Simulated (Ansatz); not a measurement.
A nudged elastic band was laid between two geometries of H$_{5}$NSi (7 atoms, charge 0, multiplicity 1).

Theory: Ansatz, RKS BHLYP/def2-SVPD.

```
movable images  : 4
climbing image  : no
spring          : 5.0 eV/Å²
optimiser       : quadratic models (default)
start path      : through a guess of the saddle point
force threshold : 0.03 eV/Å
iteration limit : 60
end points      : relaxed
```

First end point:

```xyz
7
Properties=species:S:1:pos:R:3
Si 0.371 0.003 0.115
N 0.818 -0.120 1.781
H 0.145 -0.343 2.492
H 1.592 0.396 2.156
H 1.613 -0.009 -0.690
H -0.385 1.231 -0.244
H -0.481 -1.159 -0.224
```

Last end point:

```xyz
7
Properties=species:S:1:pos:R:3
Si 0.160 0.415 -0.492
N 1.111 -0.094 1.265
H 0.463 -0.461 1.949
H 1.567 0.715 1.662
H 1.820 -0.793 1.091
H -0.885 1.140 0.342
H -0.563 -0.922 -0.431
```

(1) Which bonds break or form, and what moves?

(2) What energy profile does the band end with?

(3) What is the geometry of the highest image?

## Answers

(1) Bonds broken: Si1–H5. Bonds formed: N2–H5.

(2) The run converged. The highest image is number 3 of 0 to 5, 176.8 kJ/mol above the first end and 23.8 kJ/mol above the last; the last end lies 153.0 kJ/mol above the first. Neighbouring images differ by up to 1.8 eV, so the band resolves the path poorly. No image climbed, so the highest image needn't sit at the top of the path. A band with more images between the same ends climbed to 3.40 eV, so this one has probably stepped over the top. The orbitals stay closed-shell, which can raise the energy where a bond breaks towards radicals; this wasn't checked here.

```csv
image,path coordinate (Å),energy (kJ/mol),Si1–H5 (Å),N2–H5 (Å)
0,0.00,0.0,1.48,2.60
1,1.17,0.0,1.49,2.71
2,2.33,174.0,1.52,2.02
3,3.50,176.8,2.21,1.02
4,4.67,156.6,2.63,1.01
5,5.83,153.0,2.59,1.01
```

(3) 
```xyz
7
Properties=species:S:1:pos:R:3
Si 0.068 -0.244 -0.421
N 1.047 -0.111 1.364
H 1.216 -0.974 1.862
H 0.860 0.632 2.028
H 1.878 0.078 0.804
H -0.128 1.262 -0.380
H -1.268 -0.645 0.129
```

Run time: 100 s on 2 threads of Arm Neoverse V1, on a shared host, peak memory 0.14 GiB.
